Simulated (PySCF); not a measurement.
NaCl, SMILES [Na][Cl].

Geometry: PBE-D3(BJ)/def2-TZVPD.

Calculation: TDDFT-PBE/def2-TZVPD (PySCF).

Vertical excitations; the highest root listed may be one member of a degenerate set. Gas-phase values at a fixed geometry. State labels are in the subgroup C2v.

Computed excitation energies, oscillator strengths and character:
```json
[
 {"state": "S1", "symmetry": "B2", "energy (eV)": "3.02", "λ (nm)": "410", "f": "0.009", "main pairs": "HOMO→LUMO (degenerate set)"},
 {"state": "S2", "symmetry": "B1", "energy (eV)": "3.02", "λ (nm)": "410", "f": "0.009", "main pairs": "HOMO−1→LUMO (degenerate set)"},
 {"state": "S3", "symmetry": "A1", "energy (eV)": "3.68", "λ (nm)": "337", "f": "0.097", "main pairs": "HOMO−2→LUMO 97 %"},
 {"state": "S4", "symmetry": "A2", "energy (eV)": "4.96", "λ (nm)": "250", "f": "0.000", "main pairs": "HOMO→LUMO+1, HOMO−1→LUMO+2 (degenerate set)"},
 {"state": "S5", "symmetry": "A1", "energy (eV)": "4.96", "λ (nm)": "250", "f": "0.000", "main pairs": "HOMO→LUMO+2, HOMO−1→LUMO+1 (degenerate set)"},
 {"state": "S6", "symmetry": "A2", "energy (eV)": "4.98", "λ (nm)": "249", "f": "0.000", "main pairs": "HOMO−1→LUMO+2 50 %, HOMO→LUMO+1 50 %"},
 {"state": "S7", "symmetry": "A1", "energy (eV)": "5.13", "λ (nm)": "242", "f": "0.043", "main pairs": "HOMO−1→LUMO+1 48 %, HOMO→LUMO+2 48 %"},
 {"state": "S8", "symmetry": "B2", "energy (eV)": "5.39", "λ (nm)": "230", "f": "0.004", "main pairs": "HOMO→LUMO+3, HOMO−2→LUMO+2 (degenerate set)"},
 {"state": "S9", "symmetry": "B1", "energy (eV)": "5.39", "λ (nm)": "230", "f": "0.004", "main pairs": "HOMO−1→LUMO+3, HOMO−2→LUMO+1 (degenerate set)"},
 {"state": "S10", "symmetry": "B1", "energy (eV)": "5.43", "λ (nm)": "228", "f": "0.065", "main pairs": "HOMO−2→LUMO+1 64 %, HOMO−1→LUMO+3 36 %"},
 {"state": "T1", "symmetry": "B1", "energy (eV)": "2.95", "λ (nm)": "421", "f": "0", "main pairs": "HOMO−1→LUMO (degenerate set)"},
 {"state": "T2", "symmetry": "B2", "energy (eV)": "2.95", "λ (nm)": "421", "f": "0", "main pairs": "HOMO→LUMO (degenerate set)"},
 {"state": "T3", "symmetry": "A1", "energy (eV)": "3.25", "λ (nm)": "381", "f": "0", "main pairs": "HOMO−2→LUMO 100 %"},
 {"state": "T4", "symmetry": "A1", "energy (eV)": "4.87", "λ (nm)": "255", "f": "0", "main pairs": "HOMO→LUMO+2 50 %, HOMO−1→LUMO+1 50 %"}
]
```
Triplets are in the Tamm–Dancoff approximation, which puts them higher than full response would, so one can lie above its singlet here.
